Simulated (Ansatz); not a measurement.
# A computed series for LiF: pressure series

Start from LiF in the rock salt structure (space group Fm-3m, No. 225; a = 4.008 Å).

Cell and atoms are relaxed at each pressure.

Computed with PBEsol (Ansatz, an electronic-structure program), scalar-relativistic without spin-orbit coupling.

```
pressure (GPa)  volume per atom (Å³/atom)
--------------  -------------------------
-2                                  8.287
-1                                  8.160
0                                   8.047
0.3                                 8.014
0.7                                 7.971
1.5                                     ?
3                                   7.744
7.5                                 7.379
10                                  7.208
```

Question: Fit the third-order Birch–Murnaghan form P(V) = (3B₀/2)[(V₀/V)^(7/3) − (V₀/V)^(5/3)]·[1 + (3/4)(B₀′ − 4)((V₀/V)^(2/3) − 1)] (squares taken in P) to the rows shown and predict the withheld row.

Answer: Least squares on the printed values gives V₀ = 8.047 Å³/atom, B₀ = 72.4 GPa, B₀′ = 4.1; this predicts 7.888 Å³/atom, and the run gives 7.888 Å³/atom, in agreement.

Measured bulk modulus of LiF: 76.3 GPa (static lattice; corrected from measurement; as listed in Daniel Mejia-Rodriguez, S. B. Trickey, Phys. Rev. B (2018)); the computed value is 5 % below it.

Load acts through the strain it causes; cell and atoms are relaxed under it. Stability against distortions was not tested. No other phases were tried under pressure.
